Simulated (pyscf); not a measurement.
Optimised with ωB97X-D3(BJ)/def2-SVP in PySCF.

Question: For F–B(F)–Cl (SMILES FB(F)Cl) + H₂ (SMILES [H][H]) → F–BH–F (SMILES FBF) + HCl (SMILES Cl), a four-centre exchange (singlet surface; B–Cl, H–H broken, B–H, Cl–H formed), PBE/def2-TZVP gives ΔE‡ = 139.7 kJ/mol and ΔE = +58.1 kJ/mol (zero: the separated reactants). In which direction and how far do r²SCAN/def2-TZVP, M06-2X/def2-TZVP, ωB97M-D3(BJ)/def2-TZVP move these?

Answer: r²SCAN: ΔE‡ = 151.5 kJ/mol, ΔE = +64.0 kJ/mol; M06-2X: ΔE‡ = 174.5 kJ/mol, ΔE = +59.7 kJ/mol; ωB97M-D3(BJ): ΔE‡ = 170.5 kJ/mol, ΔE = +53.8 kJ/mol. PBE's barrier lies under all of them, by 11.8 to 34.9 kJ/mol. Its reaction energy lies among theirs. One saddle was located; it need not be the lowest between these sides.
